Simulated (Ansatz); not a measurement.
# N2H3 (quartet): the correlation ladder at distance N1–H4 along a hydrogen transfer = 0.942 Å, cc-pVDZ

How much of the correlation energy of N2H3 (quartet) does each wave-function method recover here?

Method: cc-pVDZ, core rule «outside noble gas», up to 2 orbitals frozen; program: Ansatz 0.2.0, Gaussian basis.

The runs, in order: UHF; CCSD(T) on ROHF; CCSD(T) on UHF; BCCD(T) on ROHF; CISD; CCSDT(Q) on ROHF; CCSDT(Q) on UHF; CASSCF and MRCISD+Q, 5 electrons in 5 orbitals; CASSCF and NEVPT2, 5 electrons in 5 orbitals; CASSCF and NEVPT2, 13 electrons in 11 orbitals.

7 further runs of the same task are left out: 6 that didn't finish, 1 set aside as unsound or not needed.

## 1. The system

The geometry derives from fragments relaxed apart (PBE0/def2-TZVP) and kept rigid, so it is no stationary point. A hydrogen atom is moved between rigid fragments.

5 atoms, charge 0, spin multiplicity 4.

Atoms are counted from 1 here; the program's logs count them from 0.

Bond lengths: N1–H2 1.012 Å, N1–H3 1.012 Å, N1–H4 0.942 Å. Angles: H2–N1–H3 107.1°, H2–N1–H4 107.1°, H3–N1–H4 107.1°.

## 2. UHF

in.yaml

```yaml
crystal:
  periodic: [false, false, false]
  atoms:
    - {symbol: N, position_ang: [-1.195010, -0.018366, -0.028586]}
    - {symbol: H, position_ang: [-1.492289, 0.949467, -0.028586]}
    - {symbol: H, position_ang: [-1.492289, -0.420665, 0.851673]}
    - {symbol: H, position_ang: [-0.253010, -0.018366, -0.028587]}
    - {symbol: N, position_ang: [1.427990, -0.018365, -0.028587]}
basis:
  gaussian: {orbitals: cc-pVDZ}
magnetization: {spin_polarized: true, initial_magnetization: 3}
hamiltonian: {xc: hf}
output: {orbitals: {seedname: orbitals}}
```

Run with:

```
> ansatz run in.yaml --threads 1 --pin off --events-out ev --progress --plain --max-ram 2393MiB
```

Further steps of the session: CCSD(T) on ROHF; CCSD(T) on UHF; BCCD(T) on ROHF; CISD; CCSDT(Q) on ROHF; CCSDT(Q) on UHF; CASSCF and MRCISD+Q, 5 electrons in 5 orbitals; CASSCF and NEVPT2, 5 electrons in 5 orbitals; CASSCF and NEVPT2, 13 electrons in 11 orbitals.

Before running them: what should the planned runs give, taken together? Wanted: UCCSDT(Q) below the RHF energy; RMP2 from UCCSDT(Q); UMP2 from UCCSDT(Q); RCCSD from UCCSDT(Q); RCCSD(T) from UCCSDT(Q); UCCSD(T) from UCCSDT(Q); RCCSDT(Q) from UCCSDT(Q); NEVPT2 pair from UCCSDT(Q); MRCISD+Q pair from UCCSDT(Q).

**Answer**, as computed:

| quantity | value |
| --- | --- |
| UCCSDT(Q) below the RHF energy | -8.1851 eV |
| RMP2 from UCCSDT(Q) | +100.2 kJ/mol |
| UMP2 from UCCSDT(Q) | +98.5 kJ/mol |
| RCCSD from UCCSDT(Q) | +15.0 kJ/mol |
| RCCSD(T) from UCCSDT(Q) | +2.3 kJ/mol |
| UCCSD(T) from UCCSDT(Q) | +2.1 kJ/mol |
| RCCSDT(Q) from UCCSDT(Q) | +0.2 kJ/mol |
| NEVPT2 pair from UCCSDT(Q) | +100.8 kJ/mol |
| MRCISD+Q pair from UCCSDT(Q) | +3.4 kJ/mol |
| NEVPT2 valence from UCCSDT(Q) | +121.6 kJ/mol |
| levels within 1 kcal/mol (43 meV) | RCCSD(T), UCCSD(T), BCCD(T), RCCSDT, UCCSDT, RCCSDT(Q), MRCISD+Q pair |
| T1 diagnostic | 0.012 |
| effectively unpaired electrons | 3.01 |

What this shows: RCCSD(T) lands +2.3 kJ/mol from the yardstick (0.3 % of the correlation energy). One determinant dominates. Of the multireference levels listed MRCISD+Q pair comes nearest in total energy (+3.4 kJ/mol), which doesn't show that its space is the better one. These misses are within one basis, not against nature; the frozen cores of restricted and unrestricted runs differ, which can shift their rows.
